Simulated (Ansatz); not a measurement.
Z-matrix (Å, degrees):
```
Si
H 1 1.4830
H 1 1.4830 2 109.47
H 1 1.4830 2 109.47 3 -120.00
H 1 1.4830 2 109.47 3 120.00
```
Charge 0, multiplicity 1.

All values below come from frozen-core CCSD(T)/cc-pVTZ // r2SCAN-D4/def2-TZVP run with Ansatz (a quantum-chemistry and plane-wave program).

* **HF energy**: -291.26054 Ha
* **MP2 correlation energy**: -0.14319 Ha

Question: Estimate the CCSD correlation energy, the (T) correction, the total energy and the T1 diagnostic.

Answer: 
```yaml
CCSD correlation energy: -0.17298 Ha
"(T) correction": -0.00383 Ha
CCSD(T) total energy: -291.43735 Ha
T1 diagnostic: 0.011
```
